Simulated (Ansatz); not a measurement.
fcc Rh, treated with PBE-D3(BJ) (plane waves, PAW; Ansatz, a program for electronic structure).

Numerical settings: plane-wave cutoff 520 eV, 24×24×24 k mesh, Fermi–Dirac smearing 0.05 eV, no spin polarisation, scalar-relativistic PAW data made under PBE.

Equation-of-state points:

```json
[
 {"V (Å³/atom)": "12.827", "E − E_lowest (meV/atom)": "48.85"},
 {"V (Å³/atom)": "13.100", "E − E_lowest (meV/atom)": "20.78"},
 {"V (Å³/atom)": "13.373", "E − E_lowest (meV/atom)": "4.97"},
 {"V (Å³/atom)": "13.646", "E − E_lowest (meV/atom)": "0.00"},
 {"V (Å³/atom)": "13.919", "E − E_lowest (meV/atom)": "4.63"},
 {"V (Å³/atom)": "14.192", "E − E_lowest (meV/atom)": "17.73"},
 {"V (Å³/atom)": "14.464", "E − E_lowest (meV/atom)": "38.32"}
]
```

Problem. What bulk modulus B0 and pressure derivative B′ does a third-order Birch–Murnaghan fit give?

Solution. V0 = 13.645 Å³/atom, B0 = 281 GPa, B′ = 5.2 (fit to the energies at full precision).

Measured, for comparison: bulk modulus 271 GPa (corrected for temperature and zero-point phonon effects, our sources range from 271 to 289; as tabulated in Levämäki et al. (2014), arXiv:1402.3671); equilibrium volume per atom 13.65 Å³/atom (static lattice: zero-point anharmonic expansion removed; as tabulated in Mejia-Rodriguez and Trickey (2018), arXiv:1807.09216). Computed (rounded) less measured: bulk modulus +4 % (inside the range of the sources held), equilibrium volume per atom -0.1 %.
